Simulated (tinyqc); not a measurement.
Worked calculation (part 2 of 2): UHF in the sto-6g basis, for H2F+, spin multiplicity 1. Computed by tinyqc, a small Python program that keeps every step (integrals from PySCF). Command: `OMP_NUM_THREADS=1 python tinyqc.py 25225 25226 out.jsonl` (the two numbers bound the seeds that draw the settings). One thread of a shared host (Intel(R) Xeon(R) Processor @ 2.60GHz), about 0.1 s of CPU time with the checks.

Geometry (angstrom):
```
atom        x         y        z
F     0.00000   0.00000  0.00000
H     0.00000   1.01800  0.77700
H     0.00000  -1.01800  0.77700
```

## Iteration 2: building the Fock matrix

D(alpha) after iteration 1:
```
           1F 1s     1F 2s    1F 2px    1F 2py    1F 2pz     2H 1s     3H 1s
1F 1s    1.05346  -0.22849   0.00000   0.00000   0.03268  -0.01524  -0.01524
1F 2s   -0.22849   0.98309   0.00000   0.00000  -0.17223   0.04081   0.04081
1F 2px   0.00000   0.00000   0.97653  -0.10372   0.00000   0.10553  -0.10553
1F 2py   0.00000   0.00000  -0.10372   0.61438   0.00000   0.25660  -0.25660
1F 2pz   0.03268  -0.17223   0.00000   0.00000   0.75877   0.21663   0.21663
2H 1s   -0.01524   0.04081   0.10553   0.25660   0.21663   0.20071  -0.05983
3H 1s   -0.01524   0.04081  -0.10553  -0.25660   0.21663  -0.05983   0.20071
```

D(beta) after iteration 1:
```
           1F 1s     1F 2s    1F 2px    1F 2py    1F 2pz     2H 1s     3H 1s
1F 1s    1.05346  -0.22849   0.00000   0.00000   0.03268  -0.01524  -0.01524
1F 2s   -0.22849   0.98309   0.00000   0.00000  -0.17223   0.04081   0.04081
1F 2px   0.00000   0.00000   0.97653   0.10372   0.00000  -0.10553   0.10553
1F 2py   0.00000   0.00000   0.10372   0.61438   0.00000   0.25660  -0.25660
1F 2pz   0.03268  -0.17223   0.00000   0.00000   0.75877   0.21663   0.21663
2H 1s   -0.01524   0.04081  -0.10553   0.25660   0.21663   0.20071  -0.05983
3H 1s   -0.01524   0.04081   0.10553  -0.25660   0.21663  -0.05983   0.20071
```

core Hamiltonian H = T + V (hartree):
```
            1F 1s      1F 2s    1F 2px    1F 2py    1F 2pz     2H 1s     3H 1s
1F 1s   -41.25114   -9.20119   0.00000   0.00000  -0.00991  -0.86885  -0.86885
1F 2s    -9.20119  -11.21910   0.00000   0.00000  -0.11679  -2.15910  -2.15910
1F 2px    0.00000    0.00000  -9.01749   0.00000   0.00000   0.00000   0.00000
1F 2py    0.00000    0.00000   0.00000  -9.07830   0.00000  -1.23426   1.23426
1F 2pz   -0.00991   -0.11679   0.00000   0.00000  -9.05292  -0.96523  -0.96523
2H 1s    -0.86885   -2.15910   0.00000  -1.23426  -0.96523  -4.41291  -0.66927
3H 1s    -0.86885   -2.15910   0.00000   1.23426  -0.96523  -0.66927  -4.41291
```

nuclear repulsion = 7.6977137 hartree

Given earlier and not repeated: Two-electron integrals (ij|kl) in chemists' order.

J_ij = sum D_kl (ij|kl) with D = D(alpha) + D(beta), K_ij = sum D_kl (ik|jl) for each spin; F = H + J - K(s); E = tr D H + tr D J / 2 - 0.5 sum_s tr D(s) K(s) + E_nn.

Coulomb J (hartree):
```
           1F 1s     1F 2s   1F 2px    1F 2py    1F 2pz    2H 1s     3H 1s
1F 1s   19.91302   3.56627  0.00000   0.00000  -0.01040  0.34365   0.34365
1F 2s    3.56627   9.32182  0.00000   0.00000  -0.00660  1.77002   1.77002
1F 2px   0.00000   0.00000  9.33833   0.00000   0.00000  0.00000   0.00000
1F 2py   0.00000   0.00000  0.00000   9.30752   0.00000  1.09283  -1.09283
1F 2pz  -0.01040  -0.00660  0.00000   0.00000   9.31961  0.83839   0.83839
2H 1s    0.34365   1.77002  0.00000   1.09283   0.83839  4.15623   0.56110
3H 1s    0.34365   1.77002  0.00000  -1.09283   0.83839  0.56110   4.15623
```

exchange K(alpha) (hartree):
```
           1F 1s     1F 2s    1F 2px    1F 2py    1F 2pz    2H 1s     3H 1s
1F 1s    5.54863   0.87599   0.00000   0.00000  -0.00002  0.09209   0.09209
1F 2s    0.87599   1.48490   0.00000   0.00000  -0.06836  0.32785   0.32785
1F 2px   0.00000   0.00000   1.27450  -0.07460   0.00000  0.02423  -0.02423
1F 2py   0.00000   0.00000  -0.07460   1.06408   0.00000  0.23493  -0.23493
1F 2pz  -0.00002  -0.06836   0.00000   0.00000   1.15046  0.18982   0.18982
2H 1s    0.09209   0.32785   0.02423   0.23493   0.18982  0.33881   0.06385
3H 1s    0.09209   0.32785  -0.02423  -0.23493   0.18982  0.06385   0.33881
```

exchange K(beta) (hartree):
```
           1F 1s     1F 2s    1F 2px    1F 2py    1F 2pz     2H 1s     3H 1s
1F 1s    5.54863   0.87599   0.00000   0.00000  -0.00002   0.09209   0.09209
1F 2s    0.87599   1.48490   0.00000   0.00000  -0.06836   0.32785   0.32785
1F 2px   0.00000   0.00000   1.27450   0.07460   0.00000  -0.02423   0.02423
1F 2py   0.00000   0.00000   0.07460   1.06408   0.00000   0.23493  -0.23493
1F 2pz  -0.00002  -0.06836   0.00000   0.00000   1.15046   0.18982   0.18982
2H 1s    0.09209   0.32785  -0.02423   0.23493   0.18982   0.33881   0.06385
3H 1s    0.09209   0.32785   0.02423  -0.23493   0.18982   0.06385   0.33881
```

F(alpha) (hartree):
```
            1F 1s     1F 2s    1F 2px    1F 2py    1F 2pz     2H 1s     3H 1s
1F 1s   -26.88676  -6.51090   0.00000   0.00000  -0.02029  -0.61729  -0.61729
1F 2s    -6.51090  -3.38218   0.00000   0.00000  -0.05502  -0.71692  -0.71692
1F 2px    0.00000   0.00000  -0.95366   0.07460   0.00000  -0.02423   0.02423
1F 2py    0.00000   0.00000   0.07460  -0.83485   0.00000  -0.37636   0.37636
1F 2pz   -0.02029  -0.05502   0.00000   0.00000  -0.88377  -0.31665  -0.31665
2H 1s    -0.61729  -0.71692  -0.02423  -0.37636  -0.31665  -0.59549  -0.17202
3H 1s    -0.61729  -0.71692   0.02423   0.37636  -0.31665  -0.17202  -0.59549
```

F(beta) (hartree):
```
            1F 1s     1F 2s    1F 2px    1F 2py    1F 2pz     2H 1s     3H 1s
1F 1s   -26.88676  -6.51090   0.00000   0.00000  -0.02029  -0.61729  -0.61729
1F 2s    -6.51090  -3.38218   0.00000   0.00000  -0.05502  -0.71692  -0.71692
1F 2px    0.00000   0.00000  -0.95366  -0.07460   0.00000   0.02423  -0.02423
1F 2py    0.00000   0.00000  -0.07460  -0.83485   0.00000  -0.37636   0.37636
1F 2pz   -0.02029  -0.05502   0.00000   0.00000  -0.88377  -0.31665  -0.31665
2H 1s    -0.61729  -0.71692   0.02423  -0.37636  -0.31665  -0.59549  -0.17202
3H 1s    -0.61729  -0.71692  -0.02423   0.37636  -0.31665  -0.17202  -0.59549
```

total energy of this density = -99.6454034 hartree

## Iteration 2: diagonalisation and new density

X:
```
           1F 1s     1F 2s   1F 2px    1F 2py    1F 2pz     2H 1s     3H 1s
1F 1s    1.02180  -0.12586  0.00000   0.00000  -0.00285   0.01171   0.01171
1F 2s   -0.12586   1.07120  0.00000   0.00000   0.02597  -0.12929  -0.12929
1F 2px   0.00000   0.00000  1.00000   0.00000   0.00000   0.00000   0.00000
1F 2py   0.00000   0.00000  0.00000   1.02623   0.00000  -0.09910   0.09910
1F 2pz  -0.00285   0.02597  0.00000   0.00000   1.01347  -0.06731  -0.06731
2H 1s    0.01171  -0.12929  0.00000  -0.09910  -0.06731   1.04764  -0.04325
3H 1s    0.01171  -0.12929  0.00000   0.09910  -0.06731  -0.04325   1.04764
```

Diagonalise F' = X^T F X, C = X C', fill 5 alpha and 5 beta electrons from the bottom; D(s) = C_occ C_occ^T. Each column has its largest component positive (the first on a tie).

F' = X^T F X (alpha) (hartree):
```
           1         2         3         4         5         6         7
1  -26.47641  -3.19064   0.00000   0.00000  -0.03132  -0.05478  -0.05478
2   -3.19064  -2.21918   0.00000   0.00000   0.02499  -0.30356  -0.30356
3    0.00000   0.00000  -0.95366   0.08136   0.00000  -0.03383   0.03383
4    0.00000   0.00000   0.08136  -0.73443   0.00000  -0.29804   0.29804
5   -0.03132   0.02499   0.00000   0.00000  -0.82806  -0.22653  -0.22653
6   -0.05478  -0.30356  -0.03383  -0.29804  -0.22653  -0.39687  -0.03928
7   -0.05478  -0.30356   0.03383   0.29804  -0.22653  -0.03928  -0.39687
```

orbital energies (alpha) (hartree): MO1 -26.88976, MO2 -1.92608, MO3 -1.03266, MO4 -0.97649, MO5 -0.93684, MO6 -0.16748, MO7 -0.07619

coefficients C (alpha):
```
             MO1       MO2       MO3       MO4       MO5       MO6       MO7
1F 1s    0.99727  -0.24233   0.00000   0.04461   0.00000   0.07038   0.00000
1F 2s    0.01178   0.98407   0.00000  -0.23358   0.00000  -0.41752   0.00000
1F 2px   0.00000   0.00000  -0.50823   0.00000   0.85586   0.00000  -0.09596
1F 2py   0.00000   0.00000   0.70556   0.00000   0.34317   0.00000  -0.67617
1F 2pz   0.00118   0.05556   0.00000   0.86920   0.00000  -0.52751   0.00000
2H 1s   -0.00150   0.07036   0.25767   0.24690   0.23109   0.67813   0.69645
3H 1s   -0.00150   0.07036  -0.25767   0.24690  -0.23109   0.67813  -0.69645
```

F' = X^T F X (beta) (hartree):
```
           1         2         3         4         5         6         7
1  -26.47641  -3.19064   0.00000   0.00000  -0.03132  -0.05478  -0.05478
2   -3.19064  -2.21918   0.00000   0.00000   0.02499  -0.30356  -0.30356
3    0.00000   0.00000  -0.95366  -0.08136   0.00000   0.03383  -0.03383
4    0.00000   0.00000  -0.08136  -0.73443   0.00000  -0.29804   0.29804
5   -0.03132   0.02499   0.00000   0.00000  -0.82806  -0.22653  -0.22653
6   -0.05478  -0.30356   0.03383  -0.29804  -0.22653  -0.39687  -0.03928
7   -0.05478  -0.30356  -0.03383   0.29804  -0.22653  -0.03928  -0.39687
```

orbital energies (beta) (hartree): MO1 -26.88976, MO2 -1.92608, MO3 -1.03266, MO4 -0.97649, MO5 -0.93684, MO6 -0.16748, MO7 -0.07619

coefficients C (beta):
```
             MO1       MO2       MO3       MO4       MO5       MO6       MO7
1F 1s    0.99727  -0.24233   0.00000   0.04461   0.00000   0.07038   0.00000
1F 2s    0.01178   0.98407   0.00000  -0.23358   0.00000  -0.41752   0.00000
1F 2px   0.00000   0.00000   0.50823   0.00000   0.85586   0.00000   0.09596
1F 2py   0.00000   0.00000   0.70556   0.00000  -0.34317   0.00000  -0.67617
1F 2pz   0.00118   0.05556   0.00000   0.86920   0.00000  -0.52751   0.00000
2H 1s   -0.00150   0.07036   0.25767   0.24690  -0.23109   0.67813   0.69645
3H 1s   -0.00150   0.07036  -0.25767   0.24690   0.23109   0.67813  -0.69645
```

D(alpha) after iteration 2:
```
           1F 1s     1F 2s    1F 2px    1F 2py    1F 2pz     2H 1s     3H 1s
1F 1s    1.05525  -0.23714   0.00000   0.00000   0.02649  -0.00754  -0.00754
1F 2s   -0.23714   1.02309   0.00000   0.00000  -0.14834   0.01155   0.01155
1F 2px   0.00000   0.00000   0.99079  -0.06488   0.00000   0.06683  -0.06683
1F 2py   0.00000   0.00000  -0.06488   0.61558   0.00000   0.26110  -0.26110
1F 2pz   0.02649  -0.14834   0.00000   0.00000   0.75859   0.21851   0.21851
2H 1s   -0.00754   0.01155   0.06683   0.26110   0.21851   0.18571  -0.05388
3H 1s   -0.00754   0.01155  -0.06683  -0.26110   0.21851  -0.05388   0.18571
```

D(beta) after iteration 2:
```
           1F 1s     1F 2s    1F 2px    1F 2py    1F 2pz     2H 1s     3H 1s
1F 1s    1.05525  -0.23714   0.00000   0.00000   0.02649  -0.00754  -0.00754
1F 2s   -0.23714   1.02309   0.00000   0.00000  -0.14834   0.01155   0.01155
1F 2px   0.00000   0.00000   0.99079   0.06488   0.00000  -0.06683   0.06683
1F 2py   0.00000   0.00000   0.06488   0.61558   0.00000   0.26110  -0.26110
1F 2pz   0.02649  -0.14834   0.00000   0.00000   0.75859   0.21851   0.21851
2H 1s   -0.00754   0.01155  -0.06683   0.26110   0.21851   0.18571  -0.05388
3H 1s   -0.00754   0.01155   0.06683  -0.26110   0.21851  -0.05388   0.18571
```

## Iteration 10 (converged): orbitals

converged F(alpha) (hartree):
```
            1F 1s     1F 2s    1F 2px    1F 2py    1F 2pz     2H 1s     3H 1s
1F 1s   -26.83948  -6.50005   0.00000   0.00000  -0.01701  -0.61659  -0.61659
1F 2s    -6.50005  -3.37087   0.00000   0.00000  -0.06185  -0.70358  -0.70358
1F 2px    0.00000   0.00000  -0.94791   0.00000   0.00000   0.00000   0.00000
1F 2py    0.00000   0.00000   0.00000  -0.80873   0.00000  -0.37424   0.37424
1F 2pz   -0.01701  -0.06185   0.00000   0.00000  -0.84963  -0.31883  -0.31883
2H 1s    -0.61659  -0.70358   0.00000  -0.37424  -0.31883  -0.58551  -0.16889
3H 1s    -0.61659  -0.70358   0.00000   0.37424  -0.31883  -0.16889  -0.58551
```

converged F(beta) (hartree):
```
            1F 1s     1F 2s    1F 2px    1F 2py    1F 2pz     2H 1s     3H 1s
1F 1s   -26.83948  -6.50005   0.00000   0.00000  -0.01701  -0.61659  -0.61659
1F 2s    -6.50005  -3.37087   0.00000   0.00000  -0.06185  -0.70358  -0.70358
1F 2px    0.00000   0.00000  -0.94791   0.00000   0.00000   0.00000   0.00000
1F 2py    0.00000   0.00000   0.00000  -0.80873   0.00000  -0.37424   0.37424
1F 2pz   -0.01701  -0.06185   0.00000   0.00000  -0.84963  -0.31883  -0.31883
2H 1s    -0.61659  -0.70358   0.00000  -0.37424  -0.31883  -0.58551  -0.16889
3H 1s    -0.61659  -0.70358   0.00000   0.37424  -0.31883  -0.16889  -0.58551
```

As before.

F' = X^T F X (alpha) (hartree):
```
           1         2         3         4         5         6         7
1  -26.42972  -3.18553   0.00000   0.00000  -0.02697  -0.05661  -0.05661
2   -3.18553  -2.21565   0.00000   0.00000   0.01711  -0.29148  -0.29148
3    0.00000   0.00000  -0.94791   0.00000   0.00000   0.00000   0.00000
4    0.00000   0.00000   0.00000  -0.70764   0.00000  -0.29902   0.29902
5   -0.02697   0.01711   0.00000   0.00000  -0.79275  -0.23048  -0.23048
6   -0.05661  -0.29148   0.00000  -0.29902  -0.23048  -0.38935  -0.03950
7   -0.05661  -0.29148   0.00000   0.29902  -0.23048  -0.03950  -0.38935
```

orbital energies (alpha) (hartree): MO1 -26.84247, MO2 -1.91469, MO3 -0.98790, MO4 -0.95088, MO5 -0.94791, MO6 -0.15892, MO7 -0.06959

coefficients C (alpha):
```
             MO1       MO2       MO3       MO4      MO5       MO6       MO7
1F 1s    0.99726  -0.24301   0.00000   0.04635  0.00000   0.06688   0.00000
1F 2s    0.01180   0.98807   0.00000  -0.24310  0.00000  -0.40235   0.00000
1F 2px   0.00000   0.00000   0.00000   0.00000  1.00000   0.00000   0.00000
1F 2py   0.00000   0.00000   0.77799   0.00000  0.00000   0.00000  -0.68375
1F 2pz   0.00105   0.06132   0.00000   0.85727  0.00000  -0.54606   0.00000
2H 1s   -0.00148   0.06370   0.34353   0.26185  0.00000   0.67316   0.69773
3H 1s   -0.00148   0.06370  -0.34353   0.26185  0.00000   0.67316  -0.69773
```

F' = X^T F X (beta) (hartree):
```
           1         2         3         4         5         6         7
1  -26.42972  -3.18553   0.00000   0.00000  -0.02697  -0.05661  -0.05661
2   -3.18553  -2.21565   0.00000   0.00000   0.01711  -0.29148  -0.29148
3    0.00000   0.00000  -0.94791   0.00000   0.00000   0.00000   0.00000
4    0.00000   0.00000   0.00000  -0.70764   0.00000  -0.29902   0.29902
5   -0.02697   0.01711   0.00000   0.00000  -0.79275  -0.23048  -0.23048
6   -0.05661  -0.29148   0.00000  -0.29902  -0.23048  -0.38935  -0.03950
7   -0.05661  -0.29148   0.00000   0.29902  -0.23048  -0.03950  -0.38935
```

orbital energies (beta) (hartree): MO1 -26.84247, MO2 -1.91469, MO3 -0.98790, MO4 -0.95088, MO5 -0.94791, MO6 -0.15892, MO7 -0.06959

coefficients C (beta):
```
             MO1       MO2       MO3       MO4      MO5       MO6       MO7
1F 1s    0.99726  -0.24301   0.00000   0.04635  0.00000   0.06688   0.00000
1F 2s    0.01180   0.98807   0.00000  -0.24310  0.00000  -0.40235   0.00000
1F 2px   0.00000   0.00000   0.00000   0.00000  1.00000   0.00000   0.00000
1F 2py   0.00000   0.00000   0.77799   0.00000  0.00000   0.00000  -0.68375
1F 2pz   0.00105   0.06132   0.00000   0.85727  0.00000  -0.54606   0.00000
2H 1s   -0.00148   0.06370   0.34353   0.26185  0.00000   0.67316   0.69773
3H 1s   -0.00148   0.06370  -0.34353   0.26185  0.00000   0.67316  -0.69773
```

D(alpha) after iteration 10:
```
           1F 1s     1F 2s   1F 2px    1F 2py    1F 2pz     2H 1s     3H 1s
1F 1s    1.05573  -0.23962  0.00000   0.00000   0.02588  -0.00482  -0.00482
1F 2s   -0.23962   1.03553  0.00000   0.00000  -0.14780  -0.00073  -0.00073
1F 2px   0.00000   0.00000  1.00000   0.00000   0.00000   0.00000   0.00000
1F 2py   0.00000   0.00000  0.00000   0.60526   0.00000   0.26726  -0.26726
1F 2pz   0.02588  -0.14780  0.00000   0.00000   0.73867   0.22838   0.22838
2H 1s   -0.00482  -0.00073  0.00000   0.26726   0.22838   0.19064  -0.04539
3H 1s   -0.00482  -0.00073  0.00000  -0.26726   0.22838  -0.04539   0.19064
```

D(beta) after iteration 10:
```
           1F 1s     1F 2s   1F 2px    1F 2py    1F 2pz     2H 1s     3H 1s
1F 1s    1.05573  -0.23962  0.00000   0.00000   0.02588  -0.00482  -0.00482
1F 2s   -0.23962   1.03553  0.00000   0.00000  -0.14780  -0.00073  -0.00073
1F 2px   0.00000   0.00000  1.00000   0.00000   0.00000   0.00000   0.00000
1F 2py   0.00000   0.00000  0.00000   0.60526   0.00000   0.26726  -0.26726
1F 2pz   0.02588  -0.14780  0.00000   0.00000   0.73867   0.22838   0.22838
2H 1s   -0.00482  -0.00073  0.00000   0.26726   0.22838   0.19064  -0.04539
3H 1s   -0.00482  -0.00073  0.00000  -0.26726   0.22838  -0.04539   0.19064
```

## Convergence

Stop when the energy changes by less than 1e-10 hartree and every element of the error matrix X^T (F D S - S D F) X (for each spin) is below 3e-06.

Course of the cycle:
```
iteration  E (hartree)     change  largest element of the error matrix
1          -99.3085126          -                             2.13e-01
2          -99.6454034  -3.37e-01                             4.99e-02
3          -99.6632081  -1.78e-02                             1.73e-02
4          -99.6679830  -4.77e-03                             1.03e-02
5          -99.6694490  -1.47e-03                             5.00e-03
6          -99.6699171  -4.68e-04                             2.40e-04
7          -99.6699176  -4.87e-07                             5.59e-05
8          -99.6699177  -3.90e-08                             1.07e-05
9          -99.6699177  -9.15e-10                             3.13e-07
10         -99.6699177  -6.25e-13                             4.37e-09
```

PySCF UHF in the same basis, after a stability check = -99.6699177 hartree

Converged in 10 iterations.

## Populations, bond orders and dipole

overlap S:
```
          1F 1s    1F 2s   1F 2px    1F 2py   1F 2pz    2H 1s     3H 1s
1F 1s   1.00000  0.23248  0.00000   0.00000  0.00000  0.02182   0.02182
1F 2s   0.23248  1.00000  0.00000   0.00000  0.00000  0.24938   0.24938
1F 2px  0.00000  0.00000  1.00000   0.00000  0.00000  0.00000   0.00000
1F 2py  0.00000  0.00000  0.00000   1.00000  0.00000  0.17345  -0.17345
1F 2pz  0.00000  0.00000  0.00000   0.00000  1.00000  0.13238   0.13238
2H 1s   0.02182  0.24938  0.00000   0.17345  0.13238  1.00000   0.11317
3H 1s   0.02182  0.24938  0.00000  -0.17345  0.13238  0.11317   1.00000
```

Mulliken: Z minus the diagonal of D S on the atom; Loewdin: the same with S^(1/2) D S^(1/2); Mayer order: 2 sum_s sum (D(s) S)_ij (D(s) S)_ji over the two atoms.

Charges (e):
```
atom  Mulliken  Loewdin  Mulliken spin
1F     0.04722  0.11171              0
2H     0.47639  0.44415              0
3H     0.47639  0.44415              0
```

Mayer bond orders:
```
pair    order
2-1   0.76658
3-1   0.76658
3-2   0.00647
```

dipole moment about the origin, x y z (debye): 0.00000  0.00000  3.98357

<S^2> of the determinant (pure state: 0) = 0.00000
